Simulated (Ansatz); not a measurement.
Mulliken charges of C$_{2}$H$_{3}$NO$_{2}$, SMILES `NC(=O)C=O` from r2SCAN/def2-TZVPP in Ansatz (PBE0-D4/def2-TZVP geometry).

```csv
atom,x (Å),y (Å),z (Å),charge (e)
N1,-0.788,-0.805,0.427,-0.281
C2,0.279,-0.442,-0.300,0.274
O3,0.978,-1.164,-0.977,-0.353
C4,0.587,1.052,-0.217,0.177
O5,-0.063,1.821,0.433,-0.283
H6,-1.286,-0.103,0.948,0.196
H7,-1.083,-1.765,0.446,0.197
H8,1.468,1.348,-0.816,0.074
```

Question: By hand: the dipole of these point charges (1 e Å = 4.8032 D).

Answer: Σ q r = (-0.282, -0.081, 0.195) e Å, of length 0.352 e Å = 1.69 D.

Question: How does the dipole of the full density compare? (Estimate.)

Answer: The calculation gave: (-0.369, -0.081, 0.261) e Å, 2.21 D; the point charges give 0.76 times that, at 3° from its direction.

Point charges leave out the atoms' own dipoles, such as those of lone pairs, and Mulliken's split depends on the basis, so the two needn't agree.
